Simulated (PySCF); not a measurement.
Basis-set dependence of population analyses: 2-butanone

2-butanone, C₄H₈O.
Geometry (PBE0-D3(BJ)/def2-SVP, Å), atoms numbered from 1 in this order:
```xyz
13
C4H8O angstrom
C     -1.8214   -0.1245    0.8404
C     -0.4456   -0.5546    0.3742
C      0.4901    0.6064    0.1007
C      1.8957    0.2521   -0.3218
O      0.1288    1.7533    0.2127
H     -2.4640   -0.9952    1.0360
H     -1.7545    0.4719    1.7616
H     -2.3113    0.5066    0.0854
H     -0.5025   -1.1554   -0.5520
H      0.0444   -1.2192    1.1082
H      2.3902   -0.3510    0.4561
H      1.8796   -0.3595   -1.2378
H      2.4708    1.1691   -0.4995
```

PBE0 throughout (PySCF), one geometry, spherical d and f functions. Isolated species at its PBE0-D3(BJ)/def2-SVP geometry (one conformer only). Atoms taken as equivalent share a column and are averaged. The first 7 of 8 kinds of atom are listed.

Mulliken charges (e):

| basis | functions | C1 | C2 | C3 | C4 | O5 | H6/H7/H8 | H9/H10 |
| --- | --- | --- | --- | --- | --- | --- | --- | --- |
| STO-3G | 33 | -0.231 | -0.165 | +0.169 | -0.261 | -0.196 | +0.083 | +0.083 |
| 6-31G | 61 | -0.481 | -0.405 | +0.372 | -0.566 | -0.403 | +0.176 | +0.187 |
| pcSseg-0 | 61 | -0.620 | -0.586 | +0.338 | -0.667 | -0.456 | +0.239 | +0.258 |
| 6-31G* | 86 | -0.519 | -0.426 | +0.445 | -0.620 | -0.411 | +0.184 | +0.189 |
| def2-SVP | 110 | -0.054 | -0.120 | -0.001 | -0.049 | -0.222 | +0.049 | +0.057 |
| cc-pVDZ | 110 | -0.066 | -0.133 | +0.019 | -0.061 | -0.215 | +0.050 | +0.058 |
| pcSseg-1 | 125 | -0.259 | -0.316 | +0.144 | -0.270 | -0.357 | +0.122 | +0.140 |
| 6-311+G(2d,p) | 183 | -0.598 | -0.113 | +0.572 | -0.681 | -0.436 | +0.155 | +0.144 |
| aug-cc-pVDZ | 187 | +0.478 | +0.331 | +0.208 | +0.387 | -0.617 | -0.112 | -0.137 |
| def2-TZVP | 203 | -0.348 | -0.195 | +0.173 | -0.356 | -0.297 | +0.126 | +0.117 |
| IGLO-III | 255 | -0.337 | -0.225 | +0.356 | -0.394 | -0.407 | +0.120 | +0.120 |
| cc-pVTZ | 262 | -0.296 | -0.184 | +0.189 | -0.286 | -0.258 | +0.104 | +0.101 |

IAO charges (e):

```
        basis  functions      C1      C2      C3      C4      O5  H6/H7/H8  H9/H10
       STO-3G         33  -0.393  -0.297  +0.193  -0.438  -0.186    +0.137  +0.139
        6-31G         61  -0.430  -0.311  +0.355  -0.489  -0.387    +0.152  +0.154
     pcSseg-0         61  -0.420  -0.320  +0.342  -0.483  -0.372    +0.150  +0.155
       6-31G*         86  -0.410  -0.303  +0.391  -0.473  -0.406    +0.145  +0.146
     def2-SVP        110  -0.399  -0.298  +0.387  -0.463  -0.402    +0.141  +0.143
      cc-pVDZ        110  -0.409  -0.303  +0.391  -0.474  -0.403    +0.144  +0.146
     pcSseg-1        125  -0.409  -0.304  +0.393  -0.471  -0.414    +0.145  +0.147
6-311+G(2d,p)        183  -0.423  -0.310  +0.402  -0.484  -0.426    +0.149  +0.151
  aug-cc-pVDZ        187  -0.421  -0.308  +0.401  -0.482  -0.425    +0.149  +0.150
    def2-TZVP        203  -0.423  -0.311  +0.403  -0.485  -0.425    +0.149  +0.151
     IGLO-III        255  -0.424  -0.311  +0.403  -0.486  -0.426    +0.150  +0.152
      cc-pVTZ        262  -0.424  -0.311  +0.402  -0.487  -0.422    +0.149  +0.151
```

Hirshfeld charges (e):

```json
{"basis": "STO-3G", "functions": "33", "C1": "-0.039", "C2": "-0.024", "C3": "+0.117", "C4": "-0.053", "O5": "-0.155", "H6/H7/H8": "+0.017", "H9/H10": "+0.017"}
{"basis": "6-31G", "functions": "61", "C1": "-0.103", "C2": "-0.059", "C3": "+0.169", "C4": "-0.107", "O5": "-0.241", "H6/H7/H8": "+0.037", "H9/H10": "+0.042"}
{"basis": "pcSseg-0", "functions": "61", "C1": "-0.106", "C2": "-0.062", "C3": "+0.173", "C4": "-0.113", "O5": "-0.223", "H6/H7/H8": "+0.036", "H9/H10": "+0.040"}
{"basis": "6-31G*", "functions": "86", "C1": "-0.102", "C2": "-0.060", "C3": "+0.168", "C4": "-0.105", "O5": "-0.243", "H6/H7/H8": "+0.037", "H9/H10": "+0.042"}
{"basis": "def2-SVP", "functions": "110", "C1": "-0.116", "C2": "-0.071", "C3": "+0.176", "C4": "-0.121", "O5": "-0.228", "H6/H7/H8": "+0.039", "H9/H10": "+0.046"}
{"basis": "cc-pVDZ", "functions": "110", "C1": "-0.113", "C2": "-0.070", "C3": "+0.168", "C4": "-0.118", "O5": "-0.221", "H6/H7/H8": "+0.038", "H9/H10": "+0.045"}
{"basis": "pcSseg-1", "functions": "125", "C1": "-0.119", "C2": "-0.073", "C3": "+0.173", "C4": "-0.122", "O5": "-0.231", "H6/H7/H8": "+0.040", "H9/H10": "+0.047"}
{"basis": "6-311+G(2d,p)", "functions": "183", "C1": "-0.118", "C2": "-0.077", "C3": "+0.161", "C4": "-0.120", "O5": "-0.237", "H6/H7/H8": "+0.042", "H9/H10": "+0.051"}
{"basis": "aug-cc-pVDZ", "functions": "187", "C1": "-0.126", "C2": "-0.081", "C3": "+0.165", "C4": "-0.129", "O5": "-0.232", "H6/H7/H8": "+0.044", "H9/H10": "+0.053"}
{"basis": "def2-TZVP", "functions": "203", "C1": "-0.121", "C2": "-0.078", "C3": "+0.166", "C4": "-0.125", "O5": "-0.235", "H6/H7/H8": "+0.042", "H9/H10": "+0.051"}
{"basis": "IGLO-III", "functions": "255", "C1": "-0.125", "C2": "-0.081", "C3": "+0.166", "C4": "-0.129", "O5": "-0.233", "H6/H7/H8": "+0.044", "H9/H10": "+0.053"}
{"basis": "cc-pVTZ", "functions": "262", "C1": "-0.122", "C2": "-0.077", "C3": "+0.168", "C4": "-0.126", "O5": "-0.231", "H6/H7/H8": "+0.042", "H9/H10": "+0.050"}
```

ESP-fitted charges (e):

```csv
basis,functions,C1,C2,C3,C4,O5,H6/H7/H8,H9/H10
STO-3G,33,-0.413,-0.043,+0.528,-0.589,-0.329,+0.113,+0.036
6-31G,61,-0.369,-0.042,+0.710,-0.641,-0.539,+0.105,+0.035
pcSseg-0,61,-0.479,-0.067,+0.780,-0.800,-0.541,+0.133,+0.049
6-31G*,86,-0.370,-0.041,+0.666,-0.692,-0.484,+0.103,+0.038
def2-SVP,110,-0.329,-0.024,+0.645,-0.621,-0.487,+0.091,+0.030
cc-pVDZ,110,-0.328,-0.031,+0.623,-0.627,-0.466,+0.092,+0.033
pcSseg-1,125,-0.348,-0.009,+0.684,-0.677,-0.516,+0.096,+0.027
"6-311+G(2d,p)",183,-0.367,+0.003,+0.697,-0.729,-0.526,+0.101,+0.026
aug-cc-pVDZ,187,-0.344,-0.001,+0.693,-0.699,-0.526,+0.095,+0.025
def2-TZVP,203,-0.361,-0.004,+0.698,-0.729,-0.519,+0.099,+0.028
IGLO-III,255,-0.341,-0.007,+0.687,-0.706,-0.522,+0.095,+0.027
cc-pVTZ,262,-0.349,-0.013,+0.671,-0.704,-0.501,+0.097,+0.030
```

Some averages cover members that differ in this geometry, most widely: H6/H7/H8, Mulliken in aug-cc-pVDZ -0.132 to -0.101 e.

Problem. Which scheme is steadiest as the basis changes?

Solution. Largest range over the bases for any column: Hirshfeld 0.09 e, IAO 0.24 e, ESP-fitted 0.25 e, Mulliken 1.10 e. Hirshfeld charges move least and Mulliken charges most, counted in e. Without the minimal STO-3G basis the ranges are Hirshfeld 0.02, IAO 0.06, ESP-fitted 0.18, Mulliken 1.10 e.

Problem. How much do the charges still move between the two largest bases, IGLO-III and cc-pVTZ?

Solution. At most, over all atoms: Mulliken 0.167 e, IAO 0.005 e, Hirshfeld 0.004 e, ESP-fitted 0.021 e.

Problem. What do the same runs give for the total energy, the frontier levels and the dipole moment?

Solution. 
```tsv
basis	energy (Eh)	HOMO (eV)	LUMO (eV)	μ (D)
STO-3G	-229.2818	-4.04	2.95	1.74
6-31G	-232.1242	-6.98	-0.13	2.95
pcSseg-0	-231.6500	-7.21	-0.33	2.97
6-31G*	-232.1892	-6.91	0.03	2.70
def2-SVP	-232.0254	-7.08	-0.15	2.73
cc-pVDZ	-232.2071	-6.97	-0.05	2.63
pcSseg-1	-232.1683	-7.21	-0.29	2.87
6-311+G(2d,p)	-232.2636	-7.22	-0.39	2.93
aug-cc-pVDZ	-232.2224	-7.19	-0.41	2.91
def2-TZVP	-232.2814	-7.19	-0.30	2.85
IGLO-III	-232.2883	-7.21	-0.37	2.90
cc-pVTZ	-232.2756	-7.15	-0.26	2.79
```

The dipole is fixed by the density alone, so its range of 1.23 D shows that the density itself changes with the basis, not only its division among atoms.
